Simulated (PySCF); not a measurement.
**H₄NF₂−, an ion with solvent molecules: interaction energy**

Wanted: the interaction energy for `F[H-]F` with `N`.

Programs: PySCF 2.14.0. All values are calculated, for the isolated system unless a continuum is named. Atoms count from 0, parts from 1.

### Step 1. The system as given

7 atoms, charge -1, multiplicity 1; geometry: GFN2-xTB. Parts: 1 = atoms 0–2, `F[H-]F`, charge -1; 2 = atoms 3–6, `N`, charge 0.

### Step 2. Optimising the geometry at PBE0-D3(BJ)/def2-SVPD

Job settings and geometry (Å):

```
{"job": {"xc": "PBE0", "basis": "def2-SVPD", "d3": "d3bj", "grid": 2, "kind": "geom", "shake": 0.01}, "charge": -1, "multiplicity": 1, "parts": [{"atoms": "0-2", "charge": -1, "multiplicity": 1}, {"atoms": "3-6", "charge": 0, "multiplicity": 1}]}
F      0.151093     0.727988    -1.299467
H     -0.330748     0.419080    -0.310784
F     -0.827887     0.113148     0.664049
N     -2.613924     2.024913    -0.950780
H     -2.658778     1.300443    -0.233631
H     -1.917128     1.709091    -1.579973
H     -2.246169     2.842711    -0.494165
```

The run is started by

```console
OMP_NUM_THREADS=1 python cluster_run.py task.json out
```

This one command runs all jobs of the session in turn.

**Question.** The jobs that follow are: CCSD(T)/aug-cc-pVDZ and MP2/aug-cc-pVTZ counterpoise interaction energy, frozen core, gas phase. Predict: point group; rotational constants (main isotopes); interaction energy, CCSD(T) limit estimate; MP2/aug-cc-pVTZ; T1 diagnostic.

**Answer**, as computed:

| quantity | value |
| --- | --- |
| point group | Cs |
| rotational constants (main isotopes) | 9.76, 5.64, 3.62 GHz |
| interaction energy, CCSD(T) limit estimate | -10.54 kcal/mol |
| MP2/aug-cc-pVTZ | -10.10 kcal/mol |
| T1 diagnostic | 0.0149 |

**Reading.** Over 5 steps the energy fell by 0.067 eV; of the close pairs, N3–H5 changed most, 0.991 to 1.026 Å. The interaction energy leaves out the deformation of the parts, 0.79 kcal/mol (MP2); added to the CCSD(T) estimate it gives a binding of about -9.76 kcal/mol. The estimate adds CCSD(T) less MP2 in the small basis (-0.18 kcal/mol) to extrapolated MP2. Hartree-Fock gives -8.14 against -10.54 kcal/mol.
